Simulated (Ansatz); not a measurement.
A made-up structure of CH$_{2}$NNa, closed shell:

```xyz
5
angstrom
N 0.2581 1.2335 0.0783
C -0.3349 -0.0150 -0.2845
Na 0.2246 -2.4640 0.4764
H 1.1142 1.0952 0.8258
H -1.2620 0.1503 -1.0960
```

It is relaxed with PBE-D4/def2-SVP and then PBE0-D4/def2-TZVP (Ansatz 0.2.0). Atoms count as bonded within 1.22 times the sum of their covalent radii (H–H: 0.88 Å). The end point is not checked to be a true minimum.

Q: Does its bonding change? (Judge from chemistry; the calculation decides.)

A: By the calculation: No: no bond forms or breaks.

Where it ends: The first stage lowers the energy by 0.96 eV in 6 steps. It ends as CH₂NNa ([NH][CH][Na]):
N1  (0.231, 1.101, 0.070)
C2  (-0.299, -0.014, -0.254)
Na3  (0.201, -2.199, 0.425)
H4  (0.995, 0.978, 0.737)
H5  (-1.127, 0.134, -0.979)
(Å)

Labels in which every atom is bracketed show which atoms are joined, not bond orders.

For scale, one of the runs: PBE0-D4/def2-TZVP relaxation, 106 basis functions, launched by `ansatz run in.yaml --threads 2 --pin off --events-out ev --progress --plain --max-ram 4352MiB`. The run took about 11 s on 2 CPU threads of an Arm Neoverse V2 (shared host).
